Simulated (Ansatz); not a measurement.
Bulk modulus B0 (GPa) of solids drawn from the class of oxides, at two levels: PBE in Ansatz (plane waves, PAW), and HSE06 (plane waves, PAW; Ansatz, a quantum-chemistry and plane-wave program).

| solid | PBE | HSE06 |
|---|---|---|
| cuprite Ag2O | 70.2 | 72.3 |
| rock-salt MgO | 149 | ? |
| cubic perovskite BaHfO3 | 155 | 170 |
| cubic perovskite BaZrO3 | 150 | 165 |
| rock-salt CdO | 126 | ? |
| rock-salt BaO | 69.1 | 75.4 |
| cubic perovskite KTaO3 | 188 | 212 |
| rock-salt CaO | 105 | 114 |
| rock-salt SrO | 84.6 | 92.6 |

**Question.** Estimate the withheld HSE06 values from the other rows.

**Answer.** One way: carry over the typical ratio. The ratios HSE06 / PBE of the other rows, in order: 1.030, 1.086, 1.091, 1.095, 1.097, 1.100, 1.128; median 1.095. Rock-salt MgO: 149 × 1.095 = 163 GPa; the run gives 167 GPa. Rock-salt CdO: 126 × 1.095 = 138 GPa; the run gives 145 GPa. The ratios spread from 1.030 to 1.128, so such an estimate is rough. Rock-salt CdO lies outside that spread.

Over all 9 rows HSE06 is the larger in 9.

Ansatz's runs of these crystals have no spin polarisation.

Spin–orbit coupling is left out, also for the solids with elements from indium on (cubic perovskite BaHfO3, cubic perovskite BaZrO3, rock-salt BaO, cubic perovskite KTaO3); its size isn't shown.

Each level is taken at its own relaxed cell. Caveats: the gap of the solid is closed in this run (PBE: cuprite Ag2O, rock-salt CdO). Ansatz's density-functional and Hartree–Fock values are scalar-relativistic unless marked +SOC, with PAW data made under PBE.
